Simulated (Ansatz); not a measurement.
# Si2C (singlet): the correlation ladder at a displaced geometry (v1), cc-pVDZ

An exercise on one series of results from a longer session: the logs are not shown, and one member is left open.

Method: cc-pVDZ, core rule «outside noble gas», up to 11 orbitals frozen; program: Ansatz 0.2.0, Gaussian basis.

To be run: UHF; CCSD(T) on RHF; BCCD(T) on RHF; CISD; CCSDT(Q) on RHF; CASSCF and MRCISD+Q, 8 electrons in 8 orbitals; CASSCF and NEVPT2, 8 electrons in 8 orbitals.

12 further runs of the same task are left out: 3 that didn't finish, 9 set aside as unsound or not needed.

## The geometry

The geometry is a PBE0/def2-TZVP stationary point (not a proven minimum) with its atoms shifted at random (size 0.040 Å).

3 atoms, charge 0, spin multiplicity 1.

Atoms are counted from 1 here; the program's logs count them from 0.

Bond lengths: C1–Si2 1.672 Å, C1–Si3 1.759 Å. Angles: Si2–C1–Si3 119.1°.

The first run:

Contents of in.yaml:

```yaml
crystal:
  periodic: [false, false, false]
  atoms:
    - {symbol: C, position_ang: [-0.019071, -0.715887, 0.026742]}
    - {symbol: Si, position_ang: [-0.019904, 0.123419, 1.472769]}
    - {symbol: Si, position_ang: [0.028060, 0.182729, -1.484205]}
basis:
  gaussian: {orbitals: cc-pVDZ}
magnetization: {spin_polarized: true, initial_magnetization: 0}
hamiltonian: {xc: hf}
output: {orbitals: {seedname: orbitals}}
```

Run with:

```bash
ansatz run in.yaml --threads 1 --pin off --events-out ev --progress --plain --max-ram 2393MiB
```

Among the steps run: UHF; CCSD(T) on RHF; BCCD(T) on RHF; CISD; CCSDT(Q) on RHF; CASSCF and MRCISD+Q, 8 electrons in 8 orbitals; CASSCF and NEVPT2, 8 electrons in 8 orbitals.

One table of the session follows, with a row left open; its other results are not shown here.

```
   method  from RCCSDT(Q) (meV)
      RHF               +8970.5
     RMP2               +1209.2
     CISD                     ?
    RCCSD                +634.5
 RCCSD(T)                 +82.6
  BCCD(T)                 +75.8
   RCCSDT                 +63.8
RCCSDT(Q)                     0
```

Estimate the missing values for CISD.

The run gave: from RCCSDT(Q) (meV): +1626.5. In the column «from RCCSDT(Q) (meV)» it lies between RMP2 (+1209.2) and RHF (+8970.5).

Left out of the table: CASSCF frontier, NEVPT2 frontier, MRCISD frontier, MRCISD+Q frontier (the active space lost an orbital or holds another state than full CI finds).

Caveats from the session: Warnings in the runs' records: passed over end.
